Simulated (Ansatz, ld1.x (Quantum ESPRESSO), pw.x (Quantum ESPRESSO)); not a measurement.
**Equation-of-state test of one ultrasoft potential (Te (Z = 52))**

Te (Z = 52), ultrasoft, made with ld1.x (Quantum ESPRESSO) 7.5 (PBEsol, scalar-relativistic). Core [Kr] 4d10, reference 5s2 5p4. Waves: 5s (bound): rcut 1.65, rcutus 2.15 bohr; 5s channel at 2.5 Ry: rcut 1.65, rcutus 2.15 bohr; 5p (bound): rcut 1.75, rcutus 2.40 bohr; 5p channel at 1.05 Ry: rcut 1.75, rcutus 2.40 bohr; 5d channel at -0.1 Ry: rcut 2.20, rcutus 2.45 bohr; 5d channel at 1.45 Ry: rcut 2.20, rcutus 2.45 bohr. Local part: all-electron potential smoothed inside 1.85 bohr (lloc = -1). Core correction: a·sin(br)/r model core inside 1.80 bohr. Augmentation charge: PSQ, inside the norm-conserving radii.

Atomic tests: cutoffs needed: 8 Ry and 15 Ry (the cutoffs (Ry, on a coarse ladder) from which the occupation-weighted sum of valence levels, in a spherical-Bessel basis at the reference potential, stays within 10 and 1 mRy of its value at 400 Ry); ghost test: no extra level below or beside the all-electron valence levels (s, p, d, f tested) (spherical-Bessel basis up to 400 Ry, 20 bohr box); largest excitation error: -410 meV (all-electron minus pseudo) for 5s2 5p0, out of 7 test configurations.

Crystal test: bcc Te in pw.x 7.5, no spin, 12³ k-points, Fermi–Dirac smearing 0.01 Ry, cutoffs 40/320 Ry. The reference is all-electron LAPW (Ansatz 0.2.0) with the same functional, mesh and smearing; V0 and B0 come from Birch–Murnaghan fits to the pressures at five volumes. Errors are pseudo minus all-electron; Δ is the rms difference of the E(V) curves that follow from these fits, minima aligned, over ±6 % about the mean V0. Mesh and smearing are coarse, so the numbers serve the comparison and aren't converged zero-temperature values; the lattice is a test structure that the element need not adopt.

```
V (Å³/atom)  P all-electron (GPa)  P pseudo (GPa)
     25.579                  3.77            4.17
     26.252                  1.75            2.09
     26.925                  0.01            0.30
     27.598                 -1.49           -1.24
     28.271                 -2.78           -2.57
```

All-electron: a0 = 3.776 Å (V0 = 26.93 Å³/atom), B0 = 64.5 GPa.

Pseudopotential: mean pressure error (GPa): +0.29; a0 (Å): 3.782; a0 error (%): +0.15; B0 error (%): +0.7; Δ (meV/atom): 1.7. The logarithmic derivative shows an extra or strongly shifted pseudo pole above the reference energy (d near 1.87 Ry).

**Question.** At the middle volume, how do free energy and pressure move when the wave cutoff is lowered (ecutrho held at 320 Ry)?

**Answer.**

```csv
cutoff (Ry),shift of F (meV/atom),shift of P (GPa)
18,+3.7,-0.00
24,+2.0,-0.01
32,+0.2,+0.00
```

The run at the middle volume (72 k-points, 7 iterations) took about 7.7 s on one core of a shared host (Neoverse-V1, 32 threads, 247 GiB, load 19).
